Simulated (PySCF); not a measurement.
**C2H4Si**

The system: C2H4Si, a small molecule; neutral, singlet. The structure, one conformer, was relaxed in the gas phase by PBE0-D3(BJ)/def2-SVP. No frequency run checks that it is a minimum.

SMILES: C#C[SiH3]

```csv
atom,x (Å),y (Å),z (Å)
Si1,-1.090,0.066,-0.059
C2,0.737,-0.060,0.022
C3,1.951,-0.130,0.084
H4,-1.682,-0.436,1.215
H5,-1.598,-0.752,-1.198
H6,-1.480,1.492,-0.259
H7,3.023,-0.197,0.137
```

Shieldings: GIAO PBE0/pcSseg-2. Shifts are against computed references at the same level: C TMS (σ 184.1 ppm), H TMS (σ 31.24 ppm), Si TMS (σ 341.3 ppm). Core levels by delta-SCF with SCAN, pcX-2 on the ionised atom and pcseg-1 elsewhere, spin-free X2C (2p3/2 is the spin-free 2p value less a third of a first-order spin-orbit splitting); from the vacuum level, for chosen atoms.

(1) Give the shieldings and core levels atom by atom.

(2) By CAM-B3LYP/def2-SVPD (TDDFT singlets, Tamm-Dancoff triplets, ionisation by delta-SCF), where does absorption start, and what does vertical ionisation take?

Answers

(1) 
| atoms | bonded to | σ (ppm) | δ (ppm) | core level (eV) |
| --- | --- | --- | --- | --- |
| Si1 | 1 C + 3 H | 437.4 | -96.1 | 2p3/2 107.35 |
| C2 | 1 C + 1 Si | 100.0 | 84.1 | - |
| C3 | 1 C + 1 H | 76.9 | 107.3 | - |
| H4 H5 H6 | 1 Si | 27.05 | 4.20 | - |
| H7 | 1 C | 29.12 | 2.13 | - |

Values are those of this one static structure, with the three H of a rotating XH3 group averaged; atoms that internal rotation interchanges would show their mean in an NMR spectrum.

Core levels of C2, C3 are left out, their hole states being strongly spin-contaminated.

(2) The first singlet with intensity lies at 6.23 eV (f 0.001); what lies below it is dark. The lowest singlet lies at 5.97 eV (f 0.000), the strongest of the first 6 at 7.83 eV (f 0.009), the lowest triplet at 4.89 eV; vertical ionisation takes 10.72 eV.

The 3 runs behind this took 36 s in all, one thread each of Intel Xeon Platinum 8259CL on a shared host, launched as `OMP_NUM_THREADS=1 python cluster_run.py task.json out`.
